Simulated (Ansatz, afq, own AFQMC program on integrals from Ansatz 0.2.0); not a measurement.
**CH3Ge, doublet in cc-pVDZ along one coordinate**

```tsv
atom	x (Å)	y (Å)	z (Å)
Ge	0.0000	0.0000	0.3544
C	0.0103	0.0000	-1.6349
H	-1.0513	0.0000	-1.9236
H	0.4627	0.8945	-2.0693
H	0.4627	-0.8945	-2.0693
```

All coordinates are scaled about the centre. Energies in kcal/mol count from this geometry (1.000) at the same level; the start stands on UHF, each point on the determinant named.

Basis cc-pVDZ. Noble-gas cores (and the filled d shells of Ga–Kr and In–Xe) are frozen. Integrals, coupled cluster, full CI and functionals: Ansatz 0.2.0; the random walks run on the same integrals in our own AFQMC program. ph-AFQMC/CISD is guided by a CISD state made of CCSD amplitudes; releasing the constraint for a short imaginary time cuts its bias at the price of noise, slowly where states lie close. Error bars are statistical, one sigma. No spin–orbit coupling.

Cautions, each for one point or more: (T) is large; an unrestricted solution with more broken spin lies lower; cluster runs in doubt by the program's own checks; higher spins were not checked; inner d shell frozen; no relativity below Rb; no spin-orbit coupling; raised T1 diagnostic; strong correlation; unrestricted determinant spin contaminated; walk and cluster series may follow different spin states.

```csv
scale of all distances,det.,T1,weight,⟨S²⟩,CCSD(T),ph-AFQMC/CISD,released AFQMC,PBE0,r2SCAN
0.896,UHF,0.013,0.89,0.76,36.3,36.1 ± 0.4,36.1 ± 0.5,32.2,32.0
1.112,UHF,0.013,0.87,0.76,14.7,13.6 ± 0.5,–,17.7,17.3
1.291,UHF,0.043,0.81,0.95,84.1,82.9 ± 0.5,83.0 ± 0.9*,90.9,88.7
1.483,UHF†¶,0.041,0.77,0.77,168.8,169.5 ± 1.1,168.9 ± 1.3*,–,–
1.757,UHF†¶,0.045,0.72,1.70,264.3,265.6 ± 1.0,–,–,–
```

Weight is that of the determinant in the CISD state; at the start T1 is 0.012 and the weight 0.88, and ⟨S²⟩ is 0.76. ¶ marks points with a poor determinant and no full CI, where no value is sure; they don't count among the departures. An asterisk marks released energies that aren't shown to be converged. A dagger marks points whose determinant fills other symmetries than the start's, so the wave-function levels may follow another state there, or a degenerate partner. A dash marks a missing value, a released energy that hasn't settled or a functional that sits on another state. § marks a functional whose ⟨S²⟩ is too high by over 0.1. Largest departures from phaseless AFQMC with a CISD trial: CCSD(T) 1.2 kcal/mol at 1.291 (on UHF), PBE0 8.0 kcal/mol at 1.291, r2SCAN 5.7 kcal/mol at 1.291. The walk's constraint bias lies outside its error bars, so these are departures and not errors. Functionals count only at points shown to share the start's state and spin. In this small basis the wave-function levels are far from their limit, so their gap to the functionals isn't the functionals' error.

Some points may be missing: those where a free walk finds a much lower state, and past Zn most of those on another determinant than at the start.

A walk keeps the symmetry of its determinant, which the program's search chose and which needn't be the lowest solution, so a lower state of the same spin and another symmetry isn't excluded.
